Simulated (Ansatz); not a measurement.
Reaction (SMILES): ClCl (Cl2) → 2 Cl atom
B3LYP-D3(BJ)/def2-TZVP geometries, fixed; electronic energies without zero-point terms.
Largest species:
```
Cl
Cl 1 2.0135
```
Charge 0, spin multiplicity 1.

The bond dissociation energy at MP2 with Ansatz (a first-principles code), in kcal/mol, split into its Hartree-Fock and correlation parts. Cores are frozen. Open shells are unrestricted. No added dispersion term, no relativity. Functions are those of the species that has most.

```json
[
 {"basis": "cc-pV(D+d)Z", "X": "2", "functions": "46", "Hartree-Fock": "13.62", "MP2": "46.00"},
 {"basis": "cc-pV(T+d)Z", "X": "3", "functions": "78", "Hartree-Fock": "18.47", "MP2": "57.73"},
 {"basis": "cc-pV(Q+d)Z", "X": "4", "functions": "128", "Hartree-Fock": "18.78", "MP2": "61.29"},
 {"basis": "cc-pV(5+d)Z", "X": "5", "functions": "200", "Hartree-Fock": "18.96", "MP2": "62.81"}
]
```

Worked estimate of the basis-set limit from each neighbouring pair, with Hartree-Fock from the larger set and the correlation part extrapolated as X^-3.
Correlation parts: X = 2: 32.38, X = 3: 39.26, X = 4: 42.51, X = 5: 43.85.
- (2,3): (27·(39.26) - 8·(32.38))/19 = 42.16; with Hartree-Fock 18.47 the estimate is 60.63 kcal/mol.
- (3,4): (64·(42.51) - 27·(39.26))/37 = 44.88; with Hartree-Fock 18.78 the estimate is 63.66 kcal/mol.
- (4,5): (125·(43.85) - 64·(42.51))/61 = 45.26; with Hartree-Fock 18.96 the estimate is 64.22 kcal/mol.
The last two estimates differ by 0.55 kcal/mol; the largest set lies 1.41 from the last. Over the last step Hartree-Fock moves by 0.18 and the correlation part by 1.34.
